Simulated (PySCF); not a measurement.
# BeN₂H₂, a complex of two parts: interaction energy, part 3 of 3

PySCF 2.14.0. Atoms count from 0, parts from 1. The steps go on from the part before.

## (8) Coupled-cluster interaction energy: CCSD(T) and MP2, 1.67 Å

Job settings and geometry (Å):

```
{"job": {"kind": "intercc", "basis": "aug-cc-pVDZ", "basis_mid": "aug-cc-pVTZ", "basis_large": "aug-cc-pVQZ"}, "charge": 0, "multiplicity": 1, "parts": [{"atoms": "0-2", "charge": 0, "multiplicity": 1}, {"atoms": "3-4", "charge": 0, "multiplicity": 1}]}
Be    -0.290443     0.120491    -0.070770
H      0.566290     1.102288    -0.428646
H     -0.499984    -1.141353     0.367392
N     -1.813266     0.773307    -0.255408
N     -2.808794     1.199387    -0.369302
```

Level: CCSD(T)/aug-cc-pVDZ and MP2/aug-cc-pVTZ, aug-cc-pVQZ counterpoise interaction energy, frozen core, gas phase.

Standard output:

```text
part 1, own basis, geometry of the cluster: E = -15.7639482795 (as before)

part 2, own basis, geometry of the cluster: E = -108.9861283341 (as before)

part 1, own basis, relaxed alone: E = -15.7719336998 (as before)

part 2, own basis, relaxed alone: E = -108.9860437570 (as before)

cluster
final grid: 4432 points
cycle   1  E = -124.7355624562  dE = -4.216e-02  |g| = 1.304e-01  |ddm| = 2.581e+00
cycle   2  E = -124.7395302573  dE = -3.968e-03  |g| = 1.039e-01  |ddm| = 4.627e-01
cycle   3  E = -124.7416650224  dE = -2.135e-03  |g| = 2.298e-02  |ddm| = 1.242e-01
cycle   4  E = -124.7419953367  dE = -3.303e-04  |g| = 4.216e-03  |ddm| = 9.944e-02
cycle   5  E = -124.7420116543  dE = -1.632e-05  |g| = 2.262e-03  |ddm| = 1.311e-02
cycle   6  E = -124.7420184623  dE = -6.808e-06  |g| = 1.055e-03  |ddm| = 8.401e-03
cycle   7  E = -124.7420203081  dE = -1.846e-06  |g| = 1.828e-04  |ddm| = 5.500e-03
cycle   8  E = -124.7420203469  dE = -3.873e-08  |g| = 2.484e-05  |ddm| = 9.089e-04
cycle   9  E = -124.7420203474  dE = -5.082e-10  |g| = 4.186e-06  |ddm| = 1.255e-04
converged SCF energy = -124.7420203474

part 1 in the basis of the cluster
final grid: 4432 points
cycle   1  E = -15.7640441331  dE = -1.010e-04  |g| = 2.162e-03  |ddm| = 5.441e-01
cycle   2  E = -15.7640453964  dE = -1.263e-06  |g| = 2.731e-04  |ddm| = 6.342e-02
cycle   3  E = -15.7640454295  dE = -3.314e-08  |g| = 2.776e-05  |ddm| = 1.085e-02
cycle   4  E = -15.7640454301  dE = -5.993e-10  |g| = 4.498e-06  |ddm| = 1.128e-03
converged SCF energy = -15.7640454301

part 2 in the basis of the cluster
final grid: 4432 points
cycle   1  E = -108.9864572423  dE = -3.273e-04  |g| = 3.438e-03  |ddm| = 2.164e+00
cycle   2  E = -108.9864604914  dE = -3.249e-06  |g| = 3.966e-04  |ddm| = 2.132e-01
cycle   3  E = -108.9864605473  dE = -5.589e-08  |g| = 3.724e-05  |ddm| = 2.479e-02
cycle   4  E = -108.9864605476  dE = -3.599e-10  |g| = 1.626e-05  |ddm| = 7.218e-04
converged SCF energy = -108.9864605476

Interaction energy (kcal/mol)
  counterpoise       -0.754
  uncorrected        -1.863
  dispersion part     0.000
  deformation         4.756
  binding             4.002

Decomposition of the uncorrected value (kcal/mol)
  electrostatic     -30.788
  Pauli              66.348
  orbital           -30.507
  dispersion          0.000
  correlation        -6.916

Charge of each part in the cluster: -0.068 0.068
part 1, own basis, geometry of the cluster: E = -15.7650081506 (as before)

part 2, own basis, geometry of the cluster: E = -108.9930392218 (as before)

part 1, own basis, relaxed alone: E = -15.7730139789 (as before)

part 2, own basis, relaxed alone: E = -108.9929496961 (as before)

cluster
final grid: 4432 points
cycle   1  E = -124.7434752808  dE = -4.147e-02  |g| = 1.307e-01  |ddm| = 1.939e+00
cycle   2  E = -124.7474184622  dE = -3.943e-03  |g| = 1.042e-01  |ddm| = 3.758e-01
cycle   3  E = -124.7495562483  dE = -2.138e-03  |g| = 2.307e-02  |ddm| = 1.241e-01
cycle   4  E = -124.7498855376  dE = -3.293e-04  |g| = 4.316e-03  |ddm| = 9.118e-02
cycle   5  E = -124.7499021459  dE = -1.661e-05  |g| = 2.291e-03  |ddm| = 1.241e-02
cycle   6  E = -124.7499090305  dE = -6.885e-06  |g| = 1.078e-03  |ddm| = 7.815e-03
cycle   7  E = -124.7499109528  dE = -1.922e-06  |g| = 1.956e-04  |ddm| = 5.492e-03
cycle   8  E = -124.7499109969  dE = -4.403e-08  |g| = 2.631e-05  |ddm| = 9.147e-04
cycle   9  E = -124.7499109974  dE = -5.603e-10  |g| = 4.350e-06  |ddm| = 1.386e-04
converged SCF energy = -124.7499109974

part 1 in the basis of the cluster
final grid: 4432 points
cycle   1  E = -15.7650098487  dE = -5.466e-06  |g| = 4.327e-04  |ddm| = 1.221e-01
cycle   2  E = -15.7650098852  dE = -3.655e-08  |g| = 3.872e-05  |ddm| = 1.325e-02
cycle   3  E = -15.7650098858  dE = -5.658e-10  |g| = 3.226e-06  |ddm| = 1.889e-03
converged SCF energy = -15.7650098858

part 2 in the basis of the cluster
final grid: 4432 points
cycle   1  E = -108.9931052861  dE = -6.424e-05  |g| = 1.457e-03  |ddm| = 1.049e+00
cycle   2  E = -108.9931059106  dE = -6.245e-07  |g| = 1.605e-04  |ddm| = 9.088e-02
cycle   3  E = -108.9931059211  dE = -1.054e-08  |g| = 1.157e-05  |ddm| = 9.236e-03
cycle   4  E = -108.9931059212  dE = -5.932e-11  |g| = 4.526e-06  |ddm| = 2.571e-04
converged SCF energy = -108.9931059212

Interaction energy (kcal/mol)
  counterpoise       -1.387
  uncorrected        -1.927
  dispersion part     0.000
  deformation         4.806
  binding             3.419

Decomposition of the uncorrected value (kcal/mol)
  electrostatic     -30.741
  Pauli              65.905
  orbital           -30.060
  dispersion          0.000
  correlation        -7.031

Charge of each part in the cluster: -0.068 0.068
part 1 in the basis of the cluster: E(HF) = -15.760551908  E2 = -0.053688224  E(CCSD corr) = -0.070911657  (T) = -0.000531745
part 2 in the basis of the cluster: E(HF) = -108.961819670  E2 = -0.315561660  E(CCSD corr) = -0.318775554  (T) = -0.013237195
cluster: E(HF) = -124.710419067  E2 = -0.377556371  E(CCSD corr) = -0.395866110  (T) = -0.014819498

Counterpoise interaction energy (kcal/mol)
  hf_small                   7.500
  mp2_small                  2.288
  ccsd_small                 3.623
  ccsdt_small                2.964
  hf_large                   5.149
  mp2_large                 -1.387
  hf_middle                  5.325
  mp2_middle                -0.754
  scs_mp2_large              0.054
  mp2_limit                 -1.720
  ccsdt_less_mp2             0.676
  ccsdt_limit_estimate      -1.044
  bsse_mp2_large             0.540
```

Run time: 52 s. Hardware: 1 thread of Arm Neoverse N1, shared host; peak memory 0.62 GiB.

Contacts at this geometry (a selection, picked against the atoms' radii; other short pairs can be missing):

```
   atoms  distance (Å)  kind (by distance and angle)  angle (°)
Be0···N3          1.67              bonding distance          –
```

Differences are taken before rounding.

```
                 method  interaction energy (kcal/mol)  from CCSD(T), limit estimate (kcal/mol)
         HF/aug-cc-pVDZ                           7.50                                    +8.54
        MP2/aug-cc-pVDZ                           2.29                                    +3.33
       CCSD/aug-cc-pVDZ                           3.62                                    +4.67
    CCSD(T)/aug-cc-pVDZ                           2.96                                    +4.01
         HF/aug-cc-pVQZ                           5.15                                    +6.19
        MP2/aug-cc-pVQZ                          -1.39                                    -0.34
    SCS-MP2/aug-cc-pVQZ                           0.05                                    +1.10
      MP2, extrapolated                          -1.72                                    -0.68
CCSD(T), limit estimate                          -1.04                                        0
```

These energies keep the parts at their geometry in the cluster; deforming them to it costs 4.81 kcal/mol (MP2).

## (9) Coupled-cluster interaction energy: CCSD(T) and MP2, 2.78 Å

Settings changed since step 8:

```diff
@@ -4,3 +4,3 @@
 H     -0.499984    -1.141353     0.367392
-N     -1.813266     0.773307    -0.255408
-N     -2.808794     1.199387    -0.369302
+N     -2.828480     1.208518    -0.378500
+N     -3.824008     1.634598    -0.492394
```

Level: CCSD(T)/aug-cc-pVDZ and MP2/aug-cc-pVTZ, aug-cc-pVQZ counterpoise interaction energy, frozen core, gas phase.

Standard output:

```text
part 1, own basis, geometry of the cluster: E = -15.7639482795 (as before)

part 2, own basis, geometry of the cluster: E = -108.9861283341 (as before)

part 1, own basis, relaxed alone: E = -15.7719336998 (as before)

part 2, own basis, relaxed alone: E = -108.9860437570 (as before)

cluster
final grid: 4432 points
cycle   1  E = -124.7517788645  dE = -1.774e-03  |g| = 2.817e-02  |ddm| = 9.854e-01
cycle   2  E = -124.7519442269  dE = -1.654e-04  |g| = 2.276e-02  |ddm| = 1.397e-01
cycle   3  E = -124.7520460925  dE = -1.019e-04  |g| = 4.384e-03  |ddm| = 2.522e-02
cycle   4  E = -124.7520577461  dE = -1.165e-05  |g| = 5.007e-04  |ddm| = 2.203e-02
cycle   5  E = -124.7520579179  dE = -1.718e-07  |g| = 1.722e-04  |ddm| = 2.910e-03
cycle   6  E = -124.7520579396  dE = -2.162e-08  |g| = 7.397e-05  |ddm| = 7.484e-04
cycle   7  E = -124.7520579467  dE = -7.102e-09  |g| = 3.096e-05  |ddm| = 3.253e-04
cycle   8  E = -124.7520579483  dE = -1.593e-09  |g| = 6.480e-06  |ddm| = 1.540e-04
cycle   9  E = -124.7520579483  dE = -3.780e-11  |g| = 1.446e-06  |ddm| = 3.579e-05
converged SCF energy = -124.7520579483

part 1 in the basis of the cluster
final grid: 4432 points
cycle   1  E = -15.7639755996  dE = -3.176e-05  |g| = 1.149e-03  |ddm| = 2.251e-01
cycle   2  E = -15.7639760996  dE = -5.000e-07  |g| = 1.598e-04  |ddm| = 2.705e-02
cycle   3  E = -15.7639761122  dE = -1.260e-08  |g| = 1.119e-05  |ddm| = 4.372e-03
cycle   4  E = -15.7639761123  dE = -9.593e-11  |g| = 1.948e-06  |ddm| = 2.191e-04
converged SCF energy = -15.7639761123

part 2 in the basis of the cluster
final grid: 4432 points
cycle   1  E = -108.9862409876  dE = -1.125e-04  |g| = 1.922e-03  |ddm| = 8.861e-01
cycle   2  E = -108.9862422074  dE = -1.220e-06  |g| = 2.471e-04  |ddm| = 9.342e-02
cycle   3  E = -108.9862422319  dE = -2.451e-08  |g| = 2.369e-05  |ddm| = 1.293e-02
cycle   4  E = -108.9862422321  dE = -2.414e-10  |g| = 7.988e-06  |ddm| = 5.129e-04
converged SCF energy = -108.9862422321

Interaction energy (kcal/mol)
  counterpoise       -2.623
  uncorrected        -2.931
  dispersion part     0.000
  deformation         4.756
  binding             2.133

Decomposition of the uncorrected value (kcal/mol)
  electrostatic      -2.528
  Pauli               2.571
  orbital            -1.288
  dispersion          0.000
  correlation        -1.685

Charge of each part in the cluster: -0.013 0.013
part 1, own basis, geometry of the cluster: E = -15.7650081506 (as before)

part 2, own basis, geometry of the cluster: E = -108.9930392218 (as before)

part 1, own basis, relaxed alone: E = -15.7730139789 (as before)

part 2, own basis, relaxed alone: E = -108.9929496961 (as before)

cluster
final grid: 4432 points
cycle   1  E = -124.7596847140  dE = -1.761e-03  |g| = 2.843e-02  |ddm| = 5.956e-01
cycle   2  E = -124.7598582216  dE = -1.735e-04  |g| = 2.293e-02  |ddm| = 6.864e-02
cycle   3  E = -124.7599613953  dE = -1.032e-04  |g| = 4.495e-03  |ddm| = 2.506e-02
cycle   4  E = -124.7599735783  dE = -1.218e-05  |g| = 5.239e-04  |ddm| = 1.433e-02
cycle   5  E = -124.7599737576  dE = -1.793e-07  |g| = 1.795e-04  |ddm| = 2.058e-03
cycle   6  E = -124.7599737804  dE = -2.287e-08  |g| = 7.415e-05  |ddm| = 6.199e-04
cycle   7  E = -124.7599737874  dE = -6.970e-09  |g| = 3.194e-05  |ddm| = 2.557e-04
cycle   8  E = -124.7599737891  dE = -1.686e-09  |g| = 7.061e-06  |ddm| = 1.592e-04
cycle   9  E = -124.7599737891  dE = -4.741e-11  |g| = 1.471e-06  |ddm| = 3.186e-05
converged SCF energy = -124.7599737891

part 1 in the basis of the cluster
final grid: 4432 points
cycle   1  E = -15.7650064935  dE = -2.200e-06  |g| = 2.525e-04  |ddm| = 6.096e-02
cycle   2  E = -15.7650065148  dE = -2.128e-08  |g| = 2.847e-05  |ddm| = 5.575e-03
cycle   3  E = -15.7650065152  dE = -4.057e-10  |g| = 2.366e-06  |ddm| = 7.409e-04
converged SCF energy = -15.7650065152

part 2 in the basis of the cluster
final grid: 4432 points
cycle   1  E = -108.9930640198  dE = -2.448e-05  |g| = 7.806e-04  |ddm| = 5.862e-01
cycle   2  E = -108.9930642239  dE = -2.041e-07  |g| = 8.100e-05  |ddm| = 4.271e-02
cycle   3  E = -108.9930642269  dE = -2.966e-09  |g| = 5.769e-06  |ddm| = 3.919e-03
cycle   4  E = -108.9930642269  dE = -1.393e-11  |g| = 3.413e-06  |ddm| = 1.849e-04
converged SCF energy = -108.9930642269

Interaction energy (kcal/mol)
  counterpoise       -2.693
  uncorrected        -2.842
  dispersion part     0.000
  deformation         4.806
  binding             2.112

Decomposition of the uncorrected value (kcal/mol)
  electrostatic      -2.474
  Pauli               2.550
  orbital            -1.286
  dispersion          0.000
  correlation        -1.631

Charge of each part in the cluster: -0.013 0.013
part 1 in the basis of the cluster: E(HF) = -15.760491836  E2 = -0.053088073  E(CCSD corr) = -0.070357778  (T) = -0.000508965
part 2 in the basis of the cluster: E(HF) = -108.961638352  E2 = -0.314921548  E(CCSD corr) = -0.318187309  (T) = -0.013167530
cluster: E(HF) = -124.723861142  E2 = -0.370216380  E(CCSD corr) = -0.390209217  (T) = -0.013983069

Counterpoise interaction energy (kcal/mol)
  hf_small                  -1.086
  mp2_small                 -2.471
  ccsd_small                -2.130
  ccsdt_small               -2.323
  hf_large                  -1.194
  mp2_large                 -2.693
  hf_middle                 -1.154
  mp2_middle                -2.623
  scs_mp2_large             -2.423
  mp2_limit                 -2.716
  ccsdt_less_mp2             0.148
  ccsdt_limit_estimate      -2.568
  bsse_mp2_large             0.148
```

Run time: 52 s. Hardware: 1 thread of Arm Neoverse N1, shared host; peak memory 0.62 GiB.

Contacts at this geometry (a selection, picked against the atoms' radii; other short pairs can be missing):

```
   atoms  distance (Å)  kind (by distance and angle)  angle (°)
Be0···N3          2.78  inside the van der Waals sum          –
```

Differences are taken before rounding.

```
                 method  interaction energy (kcal/mol)  from CCSD(T), limit estimate (kcal/mol)
         HF/aug-cc-pVDZ                          -1.09                                    +1.48
        MP2/aug-cc-pVDZ                          -2.47                                    +0.10
       CCSD/aug-cc-pVDZ                          -2.13                                    +0.44
    CCSD(T)/aug-cc-pVDZ                          -2.32                                    +0.24
         HF/aug-cc-pVQZ                          -1.19                                    +1.37
        MP2/aug-cc-pVQZ                          -2.69                                    -0.13
    SCS-MP2/aug-cc-pVQZ                          -2.42                                    +0.14
      MP2, extrapolated                          -2.72                                    -0.15
CCSD(T), limit estimate                          -2.57                                        0
```

These energies keep the parts at their geometry in the cluster; deforming them to it costs 4.81 kcal/mol (MP2).

## (10) Coupled-cluster interaction energy: CCSD(T) and MP2, 3.70 Å

Settings changed since step 9:

```diff
@@ -4,3 +4,3 @@
 H     -0.499984    -1.141353     0.367392
-N     -2.828480     1.208518    -0.378500
-N     -3.824008     1.634598    -0.492394
+N     -3.674493     1.571193    -0.481076
+N     -4.670021     1.997273    -0.594970
```

Method: CCSD(T)/aug-cc-pVDZ and MP2/aug-cc-pVTZ, aug-cc-pVQZ counterpoise interaction energy, frozen core, gas phase.

Standard output:

```text
part 1, own basis, geometry of the cluster: E = -15.7639482795 (as before)

part 2, own basis, geometry of the cluster: E = -108.9861283341 (as before)

part 1, own basis, relaxed alone: E = -15.7719336998 (as before)

part 2, own basis, relaxed alone: E = -108.9860437570 (as before)

cluster
final grid: 4432 points
cycle   1  E = -124.7509774631  dE = -2.189e-04  |g| = 1.189e-02  |ddm| = 6.750e-01
cycle   2  E = -124.7509919465  dE = -1.448e-05  |g| = 1.024e-02  |ddm| = 8.378e-02
cycle   3  E = -124.7510115854  dE = -1.964e-05  |g| = 1.223e-03  |ddm| = 1.133e-02
cycle   4  E = -124.7510124099  dE = -8.245e-07  |g| = 1.355e-04  |ddm| = 1.080e-02
cycle   5  E = -124.7510124224  dE = -1.246e-08  |g| = 4.091e-05  |ddm| = 1.309e-03
cycle   6  E = -124.7510124234  dE = -9.689e-10  |g| = 1.777e-05  |ddm| = 1.723e-04
converged SCF energy = -124.7510124234

part 1 in the basis of the cluster
final grid: 4432 points
cycle   1  E = -15.7639584812  dE = -1.319e-05  |g| = 5.750e-04  |ddm| = 2.774e-01
cycle   2  E = -15.7639586741  dE = -1.928e-07  |g| = 7.880e-05  |ddm| = 3.360e-02
cycle   3  E = -15.7639586785  dE = -4.413e-09  |g| = 5.967e-06  |ddm| = 5.096e-03
cycle   4  E = -15.7639586785  dE = -2.961e-11  |g| = 9.946e-07  |ddm| = 1.463e-04
converged SCF energy = -15.7639586785

part 2 in the basis of the cluster
final grid: 4432 points
cycle   1  E = -108.9861941167  dE = -6.578e-05  |g| = 1.330e-03  |ddm| = 6.183e-01
cycle   2  E = -108.9861947432  dE = -6.265e-07  |g| = 1.585e-04  |ddm| = 6.350e-02
cycle   3  E = -108.9861947541  dE = -1.093e-08  |g| = 1.705e-05  |ddm| = 8.731e-03
cycle   4  E = -108.9861947542  dE = -1.084e-10  |g| = 8.529e-06  |ddm| = 3.800e-04
converged SCF energy = -108.9861947542

Interaction energy (kcal/mol)
  counterpoise       -0.919
  uncorrected        -1.072
  dispersion part     0.000
  deformation         4.756
  binding             3.837

Decomposition of the uncorrected value (kcal/mol)
  electrostatic      -0.560
  Pauli               0.130
  orbital            -0.159
  dispersion          0.000
  correlation        -0.483

Charge of each part in the cluster: -0.001 0.001
part 1, own basis, geometry of the cluster: E = -15.7650081506 (as before)

part 2, own basis, geometry of the cluster: E = -108.9930392218 (as before)

part 1, own basis, relaxed alone: E = -15.7730139789 (as before)

part 2, own basis, relaxed alone: E = -108.9929496961 (as before)

cluster
final grid: 4432 points
cycle   1  E = -124.7588893531  dE = -1.694e-04  |g| = 1.191e-02  |ddm| = 4.599e-01
cycle   2  E = -124.7589042460  dE = -1.489e-05  |g| = 1.030e-02  |ddm| = 3.968e-02
cycle   3  E = -124.7589240985  dE = -1.985e-05  |g| = 1.241e-03  |ddm| = 1.140e-02
cycle   4  E = -124.7589249750  dE = -8.765e-07  |g| = 1.308e-04  |ddm| = 5.694e-03
cycle   5  E = -124.7589249856  dE = -1.065e-08  |g| = 4.389e-05  |ddm| = 6.845e-04
cycle   6  E = -124.7589249868  dE = -1.113e-09  |g| = 1.790e-05  |ddm| = 1.366e-04
cycle   7  E = -124.7589249871  dE = -3.084e-10  |g| = 7.266e-06  |ddm| = 5.778e-05
converged SCF energy = -124.7589249871

part 1 in the basis of the cluster
final grid: 4432 points
cycle   1  E = -15.7650063084  dE = -8.803e-07  |g| = 1.622e-04  |ddm| = 5.498e-02
cycle   2  E = -15.7650063187  dE = -1.031e-08  |g| = 1.970e-05  |ddm| = 5.676e-03
cycle   3  E = -15.7650063189  dE = -1.976e-10  |g| = 1.468e-06  |ddm| = 7.469e-04
converged SCF energy = -15.7650063189

part 2 in the basis of the cluster
final grid: 4432 points
cycle   1  E = -108.9930527149  dE = -1.342e-05  |g| = 5.627e-04  |ddm| = 4.333e-01
cycle   2  E = -108.9930528417  dE = -1.268e-07  |g| = 6.258e-05  |ddm| = 3.008e-02
cycle   3  E = -108.9930528437  dE = -2.010e-09  |g| = 3.936e-06  |ddm| = 2.660e-03
cycle   4  E = -108.9930528437  dE = -7.304e-12  |g| = 1.840e-06  |ddm| = 1.174e-04
converged SCF energy = -108.9930528437

Interaction energy (kcal/mol)
  counterpoise       -0.927
  uncorrected        -0.987
  dispersion part     0.000
  deformation         4.806
  binding             3.879

Decomposition of the uncorrected value (kcal/mol)
  electrostatic      -0.557
  Pauli               0.133
  orbital            -0.129
  dispersion          0.000
  correlation        -0.435

Charge of each part in the cluster: -0.001 0.001
part 1 in the basis of the cluster: E(HF) = -15.760460472  E2 = -0.052992552  E(CCSD corr) = -0.070275361  (T) = -0.000505992
part 2 in the basis of the cluster: E(HF) = -108.961588443  E2 = -0.314762961  E(CCSD corr) = -0.318034017  (T) = -0.013150520
cluster: E(HF) = -124.722900563  E2 = -0.368340756  E(CCSD corr) = -0.388752710  (T) = -0.013729458

Counterpoise interaction energy (kcal/mol)
  hf_small                  -0.534
  mp2_small                 -0.902
  ccsd_small                -0.813
  ccsdt_small               -0.858
  hf_large                  -0.543
  mp2_large                 -0.927
  hf_middle                 -0.539
  mp2_middle                -0.919
  scs_mp2_large             -0.863
  mp2_limit                 -0.930
  ccsdt_less_mp2             0.043
  ccsdt_limit_estimate      -0.886
  bsse_mp2_large             0.060
```

Wall time 52 s (1 thread of Arm Neoverse N1, shared host); peak memory 0.62 GiB.

Contacts at this geometry (a selection, picked against the atoms' radii; other short pairs can be missing):

```csv
atoms,distance (Å),kind (by distance and angle),angle (°)
Be0···N3,3.71,at van der Waals distance,–
```

Differences are taken before rounding.

```csv
method,interaction energy (kcal/mol),"from CCSD(T), limit estimate (kcal/mol)"
HF/aug-cc-pVDZ,-0.53,+0.35
MP2/aug-cc-pVDZ,-0.90,-0.02
CCSD/aug-cc-pVDZ,-0.81,+0.07
CCSD(T)/aug-cc-pVDZ,-0.86,+0.03
HF/aug-cc-pVQZ,-0.54,+0.34
MP2/aug-cc-pVQZ,-0.93,-0.04
SCS-MP2/aug-cc-pVQZ,-0.86,+0.02
"MP2, extrapolated",-0.93,-0.04
"CCSD(T), limit estimate",-0.89,0
```

These energies keep the parts at their geometry in the cluster; deforming them to it costs 4.81 kcal/mol (MP2).

## (11) The curve

Counterpoise interaction energies (kcal/mol):

| Be0···N3 (Å) | HF | MP2 limit | CCSD(T) estimate | time |
| --- | --- | --- | --- | --- |
| 1.67 | 5.15 | -1.72 | -1.04 | 52 s |
| 1.76 | 2.04 | -4.13 | -3.51 | 53 s |
| 1.85 | 0.30 | -5.23 | -4.67 | 60 s |
| 1.95 | -0.63 | -5.59 | -5.08 | 53 s |
| 2.04 | -1.11 | -5.53 | -5.08 | 54 s |
| 2.31 | -1.45 | -4.49 | -4.18 | 53 s |
| 2.78 | -1.19 | -2.72 | -2.57 | 52 s |
| 3.70 | -0.54 | -0.93 | -0.89 | 52 s |

## (12) Summary of results

The summary covers parts 1 to 3.

| quantity | value |
| --- | --- |
| point group | C2v |
| rotational constants (main isotopes) | 147.38, 8.95, 8.44 GHz |
| CCSD(T) estimate at 1.67 Å | -1.04 kcal/mol |
| CCSD(T) estimate at 1.76 Å | -3.51 kcal/mol |
| CCSD(T) estimate at 1.85 Å | -4.67 kcal/mol |
| CCSD(T) estimate at 1.95 Å | -5.08 kcal/mol |
| CCSD(T) estimate at 2.04 Å | -5.08 kcal/mol |
| CCSD(T) estimate at 2.31 Å | -4.18 kcal/mol |
| CCSD(T) estimate at 2.78 Å | -2.57 kcal/mol |
| CCSD(T) estimate at 3.70 Å | -0.89 kcal/mol |

What this shows: The start of the PBE0/def2-TZVPD relaxation was shaken at random by about 0.01 Å, so part of the energy gained, and of the first lengths quoted, undoes that. Over 11 steps the energy fell by 0.351 eV; of the close pairs, Be0–N3 changed most, 1.700 to 1.852 Å. Along the rigid scan the CCSD(T) estimate is lowest at 1.95 Å (-5.08 kcal/mol), where MP2 at the limit misses it by -0.51 and Hartree-Fock by +4.45.
